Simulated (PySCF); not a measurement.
Input of a run (PBE0-D3(BJ)/def2-SVP geometry optimisation, gas phase (PySCF 2.14.0)), started from GFN2-xTB:
```
{"job": {"xc": "PBE0", "basis": "def2-SVP", "d3": "d3bj", "grid": 1, "kind": "geom"}, "charge": 0, "multiplicity": 1}
C     -1.293069    -0.002339     0.003280
C      0.000387     0.000064    -0.003531
C      1.293966     0.003548    -0.010953
H     -1.857849     0.621929     0.677129
H     -1.862806    -0.628697    -0.664373
H      1.855612     0.677738    -0.637488
H      1.867094    -0.667338     0.608858
```

Output (energies in Eh, forces in Eh/bohr):
```
step   0  E = -116.42357855  max force = 0.008959
step   1  E = -116.42490072  max force = 0.001694
step   2  E = -116.42490465  max force = 0.000054
optimisation converged
```

Summarise the run.

The energy falls by 0.036 eV over 3 energy and gradient evaluations, the largest force component goes from 0.0090 to 5.4e-05 Eh/bohr, and the atoms move by 0.020 Å rms after alignment. Among the bonds, C1–H4, C1–H5, C3–H6 and C3–H7 change most and about equally (+0.017 Å). Bonds longer at the end by more than 0.005 Å: 6 of 6; shorter: 0. The energy never rose by more than 1e-6 Eh on the way. The first step brought 100 % of the lowering.

What are the final bond lengths?

C1=C2 1.308 Å, C2=C3 1.308 Å, C1–H4 1.095 Å, C1–H5 1.095 Å, C3–H6 1.095 Å, C3–H7 1.095 Å. Numbering counts from 1 in the input's order; the species is `C=C=C`.

The run used 62 basis functions and 17 SCF cycles in all. On Arm Neoverse V1, one thread, no GPU (shared host), this took 2.4 s wall and 0.29 GiB of memory at its peak.

No frequency check.
